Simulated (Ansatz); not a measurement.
**CH₂FNS: a ladder of functionals and wavefunction methods**

How much do the methods differ for CH₂FNS? The plan is to run it at one geometry with functionals of several rungs and with coupled cluster. The yardstick is the atomisation energy at the CCSD(T) limit.

The runs use Ansatz 0.2.0, Gaussian basis; functionals in def2-TZVPP, the program's frozen cores in correlated methods.

Plan: LDA (SPW92), PBE-D4, revPBE-D4, BLYP-D4, r2SCAN-D4, B97M-V, PBE0-D4, B3LYP-D4, r2SCANh-D4, r2SCAN0-D4, HSE06-D4, BHLYP-D4, CAM-B3LYP-D4, LC-ωPBE, ωB97X-V, ωB97M-V, B2PLYP, PBE-QIDH; CCSD(T)/def2-SVP; CCSD(T)/def2-TZVPP; MP2/def2-QZVPP; extrapolation to the limit; RPA on PBE.

### Step 1. The geometry

All runs share one geometry, relaxed beforehand with PBE0-D4 in a triple-zeta def2 set.

SMILES `N=C(F)S`, 6 atoms, charge 0, spin multiplicity 1.

Atoms are counted from 1 here; the program's logs count them from 0.

Bond lengths: N1–C2 1.243 Å, N1–H5 1.013 Å, C2–F3 1.332 Å, C2–S4 1.764 Å, S4–H6 1.341 Å. Angles: C2–N1–H5 113.4°, N1–C2–F3 119.1°, N1–C2–S4 133.8°, F3–C2–S4 107.1°, C2–S4–H6 95.2°.

### Step 2. LDA

This LDA is Slater exchange with PW92 correlation.

Contents of in.yaml:

```yaml
crystal:
  periodic: [false, false, false]
  atoms:
    - {symbol: N, position_ang: [0.950880, -0.133578, -0.831106]}
    - {symbol: C, position_ang: [0.296731, -0.460425, 0.174521]}
    - {symbol: F, position_ang: [0.690558, -1.513342, 0.888329]}
    - {symbol: S, position_ang: [-1.148279, 0.183524, 0.953882]}
    - {symbol: H, position_ang: [0.576125, 0.677030, -1.308308]}
    - {symbol: H, position_ang: [-1.323916, 1.182690, 0.076583]}
basis:
  gaussian: {orbitals: def2-TZVPP}
hamiltonian: {xc: lda}
output: {orbitals: {seedname: orbitals}}
```

The runs that follow: PBE-D4 (GGA); revPBE-D4 (GGA); BLYP-D4 (GGA); r2SCAN-D4 (meta-GGA); B97M-V (meta-GGA); PBE0-D4 (hybrid); B3LYP-D4 (hybrid); r2SCANh-D4 (hybrid); r2SCAN0-D4 (hybrid); HSE06-D4 (hybrid); BHLYP-D4 (hybrid); CAM-B3LYP-D4 (range-separated); LC-ωPBE (range-separated); ωB97X-V (range-separated); ωB97M-V (range-separated); B2PLYP (double hybrid); PBE-QIDH (double hybrid); CCSD(T) in def2-SVP; CCSD(T) in def2-TZVPP; MP2 in def2-QZVPP; RPA on PBE orbitals.

Before running them: what should the planned runs give, taken together? Wanted: atomisation energy, CCSD(T)/CBS; farthest beyond LDA; mean size of error, GGA; mean size of error, meta-GGA; mean size of error, hybrid; mean size of error, range-separated; mean size of error, double hybrid; gap, smallest and largest; T1 diagnostic.

The runs gave:

```
                               quantity                                  value
        atomisation energy, CCSD(T)/CBS                              22.426 eV
    functionals within 0.112 eV (0.5 %)                    r2SCANh-D4, LC-ωPBE
                    farthest beyond LDA                     PBE-D4 (+1.347 eV)
                mean size of error, GGA                               0.805 eV
           mean size of error, meta-GGA                               0.250 eV
             mean size of error, hybrid                               0.446 eV
    mean size of error, range-separated                               0.190 eV
      mean size of error, double hybrid                               0.189 eV
              gap, smallest and largest  5.24 eV (BLYP-D4), 12.58 eV (LC-ωPBE)
                          T1 diagnostic                                 0.0140
triples share of the correlation energy                                  4.2 %
```

LDA overbinds by 4.865 eV (22 %). PBE-D4 is off by +1.347 eV. Double hybrids carry the basis error of their MP2 part in triple zeta, and no dispersion term here, so their miss is partly the set-up's. By mean error the best rung here is double hybrid (0.189 eV) and the worst beyond LDA is GGA (0.805 eV). The gap between the best rungs is small, so their order is not settled. Misses under about 0.112 eV are within the doubt on the reference itself, which lacks core-valence correlation, relativity and higher excitations. Hartree-Fock recovers 63 % of the binding; the rest is correlation. CCSD(T) in def2-SVP is off by -1.702 eV, worse than the median functional, from the basis alone. The gap grows from 5.2 to 12.6 eV across the functionals, mostly with the share of exact exchange.
